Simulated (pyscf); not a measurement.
PySCF, gas phase, ωB97X-D3(BJ)/def2-SVP geometries.

### Question
Estimate the classical barrier height and the reaction energy of :C=CH₂ [singlet] + HF -> HC≡CH + HF at ωB97M-D3(BJ)/def2-TZVP. The step runs on the singlet surface, breaks C–H, F–H and forms C–H, F–H; take the separated reactants as zero.

### Answer
ΔE‡ = 77.0 kJ/mol, ΔE = -173.3 kJ/mol. CCSD(T)/def2-TZVPP + ΔMP2(QZVPP) gives 83.6 kJ/mol and -187.5 kJ/mol. Zero-point energy shifts the barrier by -0.9 kJ/mol. It is a concerted two-bond exchange, with an imaginary mode of 1959i cm⁻¹. On the reactant side the descent ends in a complex, 24.1 kJ/mol under the separated species and 104.9 kJ/mol under the saddle at ωB97X-D3(BJ)/def2-TZVP. On the product side the descent ends in a complex, 22.2 kJ/mol under the separated species and 277.2 kJ/mol under the saddle at ωB97X-D3(BJ)/def2-TZVP. This is the saddle that the search found; another between the same sides may lie lower. The CCSD(T) − MP2 part came from Ansatz, without density fitting, on the same reference.
